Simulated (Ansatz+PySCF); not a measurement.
singlet BH4(-): levels of theory in one basis

```xyz
5

B     0.0000    0.0000    0.0000
H     0.7229    0.7229    0.7229
H     0.7229   -0.7229   -0.7229
H    -0.7229    0.7229   -0.7229
H    -0.7229   -0.7229    0.7229
```

Basis set: def2-SVP (spherical functions). Left uncorrelated: 1 orbital. Charge -1, multiplicity 1.

Computed with Ansatz (development build ahead of 0.2.0); each method stands on the lowest determinant of its kind that the runs found. NEVPT2 correlates all electrons. Active spaces start from the frontier orbitals, and the lowest solution found is given.

```tsv
method	E − E(RHF) (eV)	<S²> of the determinant
RHF	0.00	0.00
RHF-MP2	-3.62	–
RHF-CCSD	-4.36	–
RHF-CCSD(T)	-4.44	–
CASSCF(8,8)	-1.62	–
SC-NEVPT2(8,8)	-3.68	–
SC-NEVPT2(2,2)	-3.66	–
```

**Question.** What does CASSCF(2,2) give on the same scale?

**Answer.** -0.35 eV.

**Question.** Is a single determinant a sound starting point here?

**Answer.** By this sign, yes. Unrestricted orbitals gain 0.00 eV and <S²> is 0.00 against 0.00 for a pure state. The CASSCF(8,8) natural occupations are 1.98, 1.98, 1.98, 1.98, 0.02, 0.02, 0.02, 0.02. The CASSCF(2,2) natural occupations are 1.98, 0.02.

Caution: no diffuse functions for an anion.
